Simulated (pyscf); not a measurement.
Thermochemistry of product channels of `[SnH3][SnH3]` + `[BrH]` on the singlet surface, in eV, from ωB97M-D3(BJ)/def2-TZVP energies (ideal gas, 1 atm, RRHO with modes under 100 cm⁻¹ raised to 100, one conformer, R ln 2 for chiral ones without a mode under 150 cm⁻¹). Optimised with ωB97X-D3(BJ)/def2-SVP in PySCF.

```tsv
products	ΔE	ΔH(298 K)	ΔG(900 K)	ΔG(1200 K)
`[Br][SnH2][SnH3]` + `[H][H]`	-0.85	-0.86	-0.77	-0.76
`[Br][SnH3]` + `[SnH4]`	-0.45	-0.46	-0.37	-0.32
```

These are energies of the channels, which say nothing of barriers. Elements up to Kr have no core potential and no relativistic terms here. Elements past Kr carry the def2 core potentials, without spin-orbit coupling.
